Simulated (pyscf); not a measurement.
PySCF, gas phase, ωB97X-D3(BJ)/def2-SVP geometries.

Q: Estimate by transition-state theory the rate constant of `[NH2][Sn]([NH2])([NH2])[NH2]` + `[H]` [doublet] -> `[NH][Sn]([NH2])([NH2])[NH2]` [doublet] + `[H][H]` (doublet surface; H–N broken, H–H formed) at 600 K, with ωB97M-D3(BJ)/def2-TZVP energies (ideal gas, 1 atm, RRHO with modes under 100 cm⁻¹ raised to 100, one conformer, R ln 2 for chiral ones without a mode under 150 cm⁻¹; no tunnelling).

A: The electronic barrier is 13.6 kcal/mol and the thermal terms add +11.6, so ΔG‡ = 25.2 kcal/mol. With k_BT/h = 1.25e+13 s⁻¹ and RT = 1.192 kcal/mol, and a volume of 8.18e-20 cm³ per molecule at 1 atm, k = 6.8e-16 cm³ molecule⁻¹ s⁻¹. Wigner's tunnelling factor for 1244i cm⁻¹ would be 1.37. A shift of 1 kcal/mol in the barrier changes k by a factor 2.3. This is the saddle that the search found; another between the same sides may lie lower. The angle at the transferred H is 155°. Elements past Kr carry the def2 core potentials, without spin-orbit coupling.
